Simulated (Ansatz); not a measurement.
## Ansatz (development build ahead of 0.2.0) run

```yaml
crystal:
  periodic: [false, false, false]
  atoms:
    - { symbol: S, position_ang: [0.0, 0.2318, -0.4386] }
    - { symbol: O, position_ang: [0.0, 1.5007, 0.3798] }
    - { symbol: C, position_ang: [1.3395, -0.809, 0.1807] }
    - { symbol: C, position_ang: [-1.3395, -0.809, 0.1807] }
    - { symbol: H, position_ang: [1.2558, -0.8964, 1.2668] }
    - { symbol: H, position_ang: [-2.2794, -0.3139, -0.0687] }
    - { symbol: H, position_ang: [1.3044, -1.7933, -0.2926] }
    - { symbol: H, position_ang: [2.2794, -0.314, -0.0687] }
    - { symbol: H, position_ang: [-1.3044, -1.7933, -0.2926] }
    - { symbol: H, position_ang: [-1.2559, -0.8964, 1.2668] }
basis:
  gaussian: { orbitals: pcseg-2 }
hamiltonian:
  xc: { name: wB97X }
```

The input is written out in the form of the current development build from the run's settings.

The run gave:

- Converged: yes
- Total energy: -553.24621 hartree
- Spin squared of the determinant: 0.000
- Stability test: minimum among restricted orbitals
